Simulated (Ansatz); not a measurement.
Input file:

```yaml
crystal:
  periodic: [false, false, false]
  atoms:
    - {symbol: Ge, position_ang: [0.000000, 0.000000, 0.000000]}
    - {symbol: Al, position_ang: [0.000000, 0.000000, 2.446378]}
basis:
  gaussian: {orbitals: cc-pVDZ}
total_charge: 1
correlation: {active_space: {ras: {orbitals: [3, 0, 23], electrons: 6, max_holes: 2, max_particles: 2}, fixed_orbitals: true}}
output: {forces: true}
```

```sh
$ ansatz run in.yaml --threads 1 --pin off --events-out ev --progress --plain --max-ram 2393MiB
```

**Question.** Roughly how long does this take on 1 thread of Arm Neoverse V1, shared host, and how much host memory?

**Answer.** 2.5 s wall and 0.09 GiB.

```
511 factors; integrals over basis functions are off by at most 6.6e-4 eV
mean field evaluation 1: about -63045.7270 eV, gradient 8.0e0 eV
mean field evaluation 2: about -63045.7533 eV, gradient 8.0e0 eV
mean field evaluation 4: about -63046.1395 eV, gradient 4.7e-1 eV
mean field evaluation 8: about -63046.1424 eV, gradient 1.2e-3 eV
mean field evaluation 16: about -63046.3606 eV, gradient 4.6e-2 eV
mean field evaluation 32: about -63046.1424 eV, gradient 1.7e-6 eV
mean field evaluation 64: about -63046.1379 eV, gradient 6.9e-1 eV
mean field evaluation 96: about -63046.2667 eV, gradient 8.1e-1 eV
mean field evaluation 128: about -63046.3570 eV, gradient 3.1e-1 eV
mean field -63046.35985272 eV, -2316.9109902301 hartree, gradient 2.9e-6 eV, S^2 0.000000; 11 other end points of the search recorded, 0 dependent functions left out
reference -63046.35985272 eV, -2316.9109902301 hartree; 22, 22 occupied and 23, 23 virtual orbitals, 511 factors
state -63049.52520991 eV, -2317.0273149609 hartree
the calculation of the forces begins
Total energy: -63049.52520991 eV, -2317.0273149609 hartree
Atom 0 at     0.000000     0.000000     0.000000 Å, force    -0.000000    -0.000000    -1.680345 eV/Å
Atom 1 at     0.000000     0.000000     2.446378 Å, force     0.000000     0.000000     1.680345 eV/Å
Dipole moment:     0.339543    -0.000000     0.790497 e Å
```

Natural occupations: 1.9521 1.9203 1.8422 0.1127 0.0423 0.0330 0.0257 0.0226 0.0104 0.0103 0.0079 0.0046 0.0032 0.0027 0.0026 0.0018 0.0014 0.0010 0.0009 0.0007 0.0006 0.0004 0.0003 0.0002.

Forces (eV/Å):
```
Ge   0.000  0.000 -1.680
Al   0.000  0.000  1.680
```
